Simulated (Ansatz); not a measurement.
## Scan of [Br···H···NH], triplet

Starting geometry:

```xyz
4

Br   -2.0144    0.2511    0.0000
H    -0.5938    0.2511    0.0000
N     1.1696    0.2511    0.0000
H     1.4387   -0.7532    0.0000
```

From there H2 is moved from one fragment to the other while all else, the fragments' distance too, stays fixed, so the hump isn't the reaction's barrier; atoms are numbered as listed. Energies are in kcal/mol, counted from the starting geometry at the same level. Kohn–Sham curves are unrestricted where that lies lower.

Basis cc-pVTZ; Ansatz 0.2.0. Only valence electrons are correlated (noble-gas cores and the filled d shells of p-block atoms frozen). Prefix R: restricted or restricted open-shell reference; prefix U: unrestricted. No spin–orbit coupling is included, and no scalar relativity.

Functionals correlate the shells that the reference freezes, so part of their error here is the reference's.

Full CI isn't at hand for all of this; UCCSDT(Q) serves as the reference, and is uncertain by about the last step of the cluster series.

```
distance Br1-H2 (Å)  UCCSDT(Q)   PBE  r2SCAN  PBE0  B3LYP  r2SCAN0  wB97M-V  B2PLYP  RPA-PBE
              1.421        0.0   0.0     0.0   0.0    0.0      0.0      0.0     0.0      0.0
              1.524        1.8  -0.9     0.1   0.6    0.3      1.2      1.4     1.2      1.8
              1.731        9.4   0.3     3.4   5.4    4.1      7.1      8.2     7.3      7.3
              1.937        6.3  -4.7    -0.9   1.6   -0.6      3.8      4.4     3.3      1.1
              2.144       -3.2  -9.4    -6.9  -5.3   -7.5     -4.0     -4.9    -5.2     -7.7
```

(1) Judged by the spread of the error over the points with a reference (largest less smallest), which of these follows UCCSDT(Q) best and which worst?

Results:

(1) Subtracting the UCCSDT(Q) column from each: best wB97M-V (errors from -1.9 to 0.0, spread 1.9 kcal/mol), worst PBE (from -11.0 to 0.0, spread 11.0 kcal/mol). Functionals and wave-function methods converge differently with the basis, so part of this is basis effect.
